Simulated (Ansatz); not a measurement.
Rhombohedral A7 Sb was calculated with r²SCAN+rVV10 (Ansatz, an electronic-structure program, PAW).

Settings: plane-wave cutoff 560 eV, 16×16×16 k mesh, Fermi–Dirac smearing 0.05 eV, scalar-relativistic PAW data made under PBE.

Equation-of-state points:

| V (Å³/atom) | E − E_lowest (meV/atom) | P (GPa) |
|---|---|---|
| 29.428 | 6.06 | 1.675 |
| 30.041 | 1.43 | 0.777 |
| 30.655 | 0.00 | -0.001 |
| 31.268 | 1.30 | -0.657 |
| 31.881 | 4.87 | -1.194 |

Problem. What bulk modulus B0 and pressure derivative B′ does a third-order Birch–Murnaghan fit give?

Solution. V0 = 30.653 Å³/atom, B0 = 35.4 GPa, B′ = 7.4 (fit to the energies at full precision).

Shape and atoms are relaxed at each volume.

Measured, for comparison: bulk modulus 39.5 GPa (copied from a table, unchecked, extrapolated to 0 K and zero-point effects removed; as tabulated in Lejaeghere et al. (2013), arXiv:1204.2733). Computed (rounded) less measured: bulk modulus not scored (unchecked).

Note: the bulk modulus comes from volumes at which shape and atoms were relaxed.

Spin–orbit coupling is not included.

The computed numbers hold no vibrational or temperature effects.
